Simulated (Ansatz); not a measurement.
This geometry of FH2SSi (5 atoms, charge 0, multiplicity 2) is a first-order saddle point.

These are results of UKS PBE0-D4/def2-SVP in Ansatz, not measurements.

```xyz
5
Properties=species:S:1:pos:R:3
F -0.426 -0.182 1.719
Si 0.053 -0.279 0.174
S -0.522 1.222 -1.130
H -0.031 -1.709 -0.224
H 0.976 0.875 -0.580
```

(1) Which two structures does it join? (They come from a converged band through this point; their orientation in space is the band's.)

(2) How far does it lie above each of them?

## Answers

(1) Bonds broken: Si2–H5. Bonds formed: S3–H5.

Initial state:

```xyz
5
Properties=species:S:1:pos:R:3
F -0.333 -0.020 1.606
Si 0.088 -0.082 0.041
S -1.154 1.068 -1.217
H -0.020 -1.501 -0.396
H 1.469 0.463 -0.075
```

Final state:

```xyz
5
Properties=species:S:1:pos:R:3
F -0.249 -0.302 1.739
Si 0.188 -0.690 0.217
S -0.051 0.947 -1.132
H -0.756 -1.739 -0.285
H 0.918 1.711 -0.580
```

(2) 1.12 eV above the first and 1.03 eV above the second. This is the barrier of this one path; another mechanism may lie lower.

Time of the run: 5 min on 1 thread of Arm Neoverse N1 (shared host), peak memory 0.15 GiB.
